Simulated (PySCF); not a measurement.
# Relaxation of triplet CF2

These are results of UPBE0/[C def2-TZVP, F def2-TZVP], no relativity, density fitting, PySCF, not measurements. A (50,194) grid was used.

A start displaced from a saddle point along its imaginary mode, of C2v symmetry, held to at least that symmetry:

```xyz
3
charge 0 multiplicity 3, angstrom
C     0.1083    0.0516    0.0000
F    -0.0342   -0.0163    1.4024
F    -0.0342   -0.0163   -1.4024
```

At each step, columns x, y, z (Å) and Fx, Fy, Fz (eV/Å):

```
step 0  E − E(last) = 200.18 kJ/mol
C    0.108   0.052   0.000   3.683   1.763   0.000
F   -0.034  -0.016   1.402  -1.842  -0.881  -1.965
F   -0.034  -0.016  -1.402  -1.842  -0.881   1.965
step 1  E − E(last) = 82.75 kJ/mol
C    0.299   0.143   0.000   0.169   0.077   0.000
F   -0.130  -0.062   1.333  -0.085  -0.038  -3.740
F   -0.130  -0.062  -1.333  -0.085  -0.039   3.739
step 2  E − E(last) = 3.21 kJ/mol
C    0.434   0.207   0.000  -1.348  -0.646   0.000
F   -0.197  -0.094   1.134   0.674   0.323  -0.766
F   -0.197  -0.094  -1.134   0.674   0.323   0.766
step 3  E − E(last) = 3.20 kJ/mol
C    0.393   0.187   0.000   1.353   0.641   0.000
F   -0.176  -0.084   1.119  -0.677  -0.321   1.067
F   -0.176  -0.084  -1.119  -0.677  -0.321  -1.067
step 4  E − E(last) = 0.03 kJ/mol
C    0.409   0.195   0.000  -0.039  -0.021   0.000
F   -0.184  -0.088   1.134   0.019   0.011  -0.108
F   -0.184  -0.088  -1.134   0.019   0.011   0.108
step 5  E − E(last) = 0.00 kJ/mol
C    0.411   0.196   0.000  -0.018  -0.012   0.000
F   -0.185  -0.088   1.130   0.009   0.006   0.002
F   -0.185  -0.088  -1.130   0.009   0.006  -0.002
step 6  E − E(last) = 0.00 kJ/mol
C    0.410   0.196   0.000   0.002  -0.002   0.000
F   -0.185  -0.088   1.130  -0.001   0.001   0.001
F   -0.185  -0.088  -1.130  -0.001   0.001  -0.001
```

It ends at C2v with C–F 1.309 Å (×2); F–C–F 119.5°. A frequency run shows a minimum. Other isomers or separated fragments may lie lower.

At this level a singlet minimum of C2v symmetry lies 203 kJ/mol below this structure.

The relaxation took 5.4 s on 4 threads of a shared Arm Neoverse V2 host, with 93 basis functions and 7 gradients; the process peaked at 0.84 GiB. Launch command: `OMP_NUM_THREADS=4 python axn.py task.json out`.
